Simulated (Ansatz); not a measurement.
bcc Mo, treated with r²SCAN in Ansatz (plane waves, PAW).

Run with plane-wave cutoff 600 eV, 16×16×16 k mesh, Fermi–Dirac smearing 0.1 eV, finite displacements, force constants from a 4×4×4 q mesh, no spin polarisation, scalar-relativistic PAW data made under PBE.

Computed at the level's own relaxed cell.

Harmonic phonon frequencies (cm⁻¹; i marks an imaginary mode):

```csv
q point,frequencies
N,152 203 266
H,[?]
```

Question: Complete the blanks.

Answer: 
- H, frequencies: 181 181 181

No imaginary mode appears at these points.

Ansatz is an electronic-structure program.
